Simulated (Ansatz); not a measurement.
The cluster Li₂H, relaxed as a doublet with UKS PBE-D4/def2-TZVP in Ansatz, starting from the GFN2-xTB geometry. Force threshold 0.02 eV/Å.

The gap within one spin of the charge 0 doublet nearly closes, so an electron or hole may be smeared out by delocalisation error. Another isomer (doublet) lies 0.20 eV lower at PBE0-D4/def2-TZVP; other spin states weren't run for this one.

Start:

```xyz
3

Li   -0.883   -1.183   -0.679
Li    0.878    1.192    0.672
H     0.005   -0.010    0.007
```

(1) Estimate the energy that the relaxation releases and the steps that it takes.

(2) Does the start keep its bonding and symmetry?

(3) Predict the relaxed structure.

Results:

(1) 0.4 kcal/mol, in 3 steps; 0.55 s on 4 threads of Intel Xeon 6975P-C on a shared host. No frequencies were taken in this run, so the end may be a saddle point.

(2) By distances, no bond broke or formed. The bond that changes most is Li1–H3, from 1.62 to 1.69 Å (atoms count from 1). Point group D∞h at the start, D∞h at the end, both within 0.05 Å.

(3) 
```tsv
atom	x (Å)	y (Å)	z (Å)
Li1	-0.916	-1.233	-0.703
Li2	0.915	1.235	0.702
H3	0.001	-0.001	0.001
```
Bond lengths (bridged metal pairs left out): 2 × H–Li 1.69 Å.
